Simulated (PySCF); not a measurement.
# C3H4O3 (ethylene carbonate): the cost of one run

The runs use PySCF 2.14.0, with density-fitted response routines of our own; the level of theory stands in each step. All values are computed, except where a source is named. Atoms are numbered from 0 throughout.

## 1. The starting structure

10 atoms, charge 0, multiplicity 1; geometry from: MMFF94s.

Bonds of the start (Å): O0–C1 1.22, C1–O2 1.37, O2–C3 1.42, C3–C4 1.49, C4–O5 1.42, O5–C1 1.37, C3–H6 1.09, C3–H7 1.10, C4–H8 1.09, C4–H9 1.10.

## 2. Geometry optimisation at PBE0-D3(BJ)/def2-SVP

What the job is given:

```
{"job": {"xc": "PBE0", "basis": "def2-SVP", "d3": "d3bj", "grid": 1, "kind": "geom"}, "charge": 0, "multiplicity": 1}
O      2.690050    -0.134526    -0.017908
C      1.472837    -0.073655    -0.009807
O      0.650705    -1.082073     0.408800
C     -0.661947    -0.714337     0.029154
C     -0.587707     0.776831    -0.020835
O      0.749924     1.012028    -0.418129
H     -1.395746    -1.073659     0.755605
H     -0.879468    -1.155965    -0.949239
H     -1.291584     1.208051    -0.737711
H     -0.747066     1.237305     0.960069
```

Launch:

```console
OMP_NUM_THREADS=1 python probes_run.py task.json out
```

One launch serves the whole session: the jobs run in the order shown.

Q: Estimate the wall time and peak memory of this first job on 1 thread of Arm Neoverse V2, shared host.

About 33 s, with a peak of 0.42 GiB.
